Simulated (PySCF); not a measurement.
**Argon: a sound run and one with changed settings**

Sound run: Ar [Ar], Ar⁺ [Ne] 3s2 3p5. All numbers are calculated (PySCF 2.14, the spin-free X2C one-electron Hamiltonian (Gaussian nucleus), in cc-pVDZ-DK (4s3p1d, 18 functions)). In the sound run the correlated levels freeze [Ne]. The sound run starts from symmetry-adapted Hartree-Fock orbitals and uses a fine grid where one is needed.

Changed run: a valence shell is frozen. This setting is unsound on purpose.

```json
{"species": "Ar", "method": "MP2", "sound run (hartree)": "-528.74640", "changed run (hartree)": "-528.71831", "converged": "yes"}
{"species": "Ar", "method": "CCSD(T)", "sound run (hartree)": "-528.75906", "changed run (hartree)": "-528.72837", "converged": "yes"}
{"species": "Ar⁺", "method": "MP2", "sound run (hartree)": "-528.17986", "changed run (hartree)": "-528.14385", "converged": "yes"}
{"species": "Ar⁺", "method": "CCSD(T)", "sound run (hartree)": "-528.19763", "changed run (hartree)": "-528.15485", "converged": "yes"}
```

Ionisation energy of Ar:

```tsv
method	sound run (eV)	changed run (eV)
UHF	14.659	14.659
MP2	15.416	15.632
SCS-MP2	15.326	15.584
CCSD	15.276	15.597
CCSD(T)	15.277	15.606
```

Freezing a valence shell removes pair correlation that changes on ionisation.

For comparison, NIST gives 15.760 eV between the lowest levels.
